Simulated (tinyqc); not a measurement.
The integration grid: Kohn-Sham SCAN on finer and finer grids in the sto-3g basis, for BH2+, spin multiplicity 1. Computed by the program tinyqc with PySCF. 

Geometry (angstrom):
```
atom       x        y       z
B     0.0000   0.0000  0.0000
H     0.0000   1.0370  0.5090
H     0.0000  -1.1230  0.5510
```

Self-consistent on each grid; the net force on the molecule should vanish.

Kohn-Sham energy on Becke grids (radial x angular points per atom):
```
grid       points  residual of the electron count  E (hartree)  E - finest (mhartree)  largest net force without grid terms (hartree/bohr)
10 x 14       416                       -2.92e-03    -25.20878               56.37135                                             2.10e-02
15 x 26      1166                       -6.48e-03    -25.26574               -0.59249                                             3.84e-02
20 x 50      2996                        4.30e-04    -25.26382                1.32975                                             1.41e-03
30 x 86      7707                       -6.91e-05    -25.26509                0.06001                                             3.98e-03
50 x 194    29074                        1.01e-06    -25.26561               -0.46079                                             6.56e-03
75 x 302    67910                        6.22e-07    -25.26526               -0.10943                                             9.52e-03
120 x 590  212159                        2.98e-10    -25.26515                0.00000                                             1.77e-03
```

The energy is within 0.1 mhartree of the finest grid first at 30 x 86. The error has both signs, since quadrature is not variational. The electron count and the net force are cheap signs of a poor grid.
